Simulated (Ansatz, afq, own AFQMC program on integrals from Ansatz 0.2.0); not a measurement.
AFQMC on a folder of integrals that Ansatz 0.2.0 wrote.

```yaml
crystal:
  periodic: [false, false, false]
  atoms:
    - {symbol: B, position_ang: [0.000000, 0.000000, 0.752901]}
    - {symbol: B, position_ang: [0.000000, 0.000000, -1.009563]}
    - {symbol: H, position_ang: [0.000000, 1.023985, 1.376457]}
    - {symbol: H, position_ang: [0.000000, -1.023985, 1.376457]}
basis:
  gaussian: {orbitals: 6-31G}
magnetization: {spin_polarized: true, initial_magnetization: 2}
correlation: {method: ccsd_t, electrons: outside_noble_gas, hamiltonian_folder: ham}
```

```sh
$ ansatz run in.yaml --threads 1 --pin off --events-out ev --progress --plain --max-ram 24576MiB --backend cuda --devices 0, --max-vram 18GiB
```

afq runs on the folder ham with

```
--method phaseless --trial cisd --walkers 4000 --populations 20 --least-time 60 --time-step 0.005 --steps-per-block 50 --equilibration-blocks 28 --max-blocks 4000 --target-error 0.00017 --factor-cut 1e-05 --start spin_pure --seed 8167 --release-times 0.24,0.51,0.99,1.62,2.4 --release-step 0.03 --release-every 3 --taylor-order 6
```

Times are imaginary, in 1/Eh. The walk had a cap of 122 s. With eight or more populations the least sampling time is a fifth of least-time, and the error comes from their spread.

Log:

```
orbitals 20  electrons 5 3  factors 134 of 316
reference energy -50.36362515 Eh
CCSD correlation -0.10116347 Eh in 12 cycles, weight of the determinant in the CISD state 0.9041
energy of the start -50.464784 Eh
 block  time / (1/Eh)  mean weight  energy / Eh
     1     0.250  1.0001  -50.464211
     2     0.500  0.9999  -50.464533
     3     0.750  0.9999  -50.465246
     4     1.000  0.9999  -50.465753
     5     1.250  1.0002  -50.466041
    10     2.500  0.9999  -50.467552
    15     3.750  1.0000  -50.468046
    20     5.000  1.0000  -50.468429
    25     6.250  0.9998  -50.468705
    30     7.500  0.9999  -50.468608
    35     8.750  0.9999  -50.468401
    40    10.000  1.0000  -50.468257
    45    11.250  0.9998  -50.468467
    50    12.500  1.0001  -50.468129
    55    13.750  1.0000  -50.468686
    59    14.750  0.9999  -50.469296
    60    15.000  1.0002  -50.468312
    64    16.000  1.0002  -50.468015
    65    16.250  0.9999  -50.468172
    70    17.500  1.0001  -50.468084
    75    18.750  0.9998  -50.468635
    78    19.500  1.0002  -50.468675
error from the spread of 20 populations
released: time / (1/Eh)  energy / Eh  error  mean overlap
  0.24  -50.468500  0.000084  1.0010
  0.51  -50.468577  0.000078  1.0016
  0.99  -50.468590  0.000053  1.0019
  1.62  -50.468686  0.000045  1.0013
  2.40  -50.468773  0.000058  1.0006
energy -50.468443 +/- 0.000079 Eh
(rows thinned)
```

The run passed its tests (sampling time, drift between the halves within three errors, error under three times the target), which doesn't prove that it has relaxed.

Against this walk (error 2.2 meV) on the same determinant: CCSD(T) 24.6 meV higher, CCSDT(Q) 8.9 meV lower, CCSDTQ 9.7 meV lower, full CI 9.8 meV lower. The error is statistical and leaves out the bias of the constraint. Released to 2.40 1/Eh the energy lies 9 ± 3 meV (both errors) below the phaseless value, which shows part or all of the bias of the constraint, and full CI lies 0.8 meV below the released value. Full CI is exact here, so the walk's 10 meV above it is the walk's own error: the bias of the constraint with this trial.

Cautions: constraint bias not in the error.

The walk took 32 s on 1 × NVIDIA H100 80GB HBM3 with 2 threads of AMD EPYC 7R13 Processor (Zen 3), with other jobs on the host (the card was shared). The log's last line is the phaseless energy.

CCSDT and higher add their correlation energy to the determinant of the CCSD(T) run, since their own runs factorise the integrals more tightly (a shift of under 2 meV). A walk keeps the symmetry of its determinant, which the program's search chose and which needn't be the lowest solution, so a lower state of the same spin and another symmetry isn't excluded.
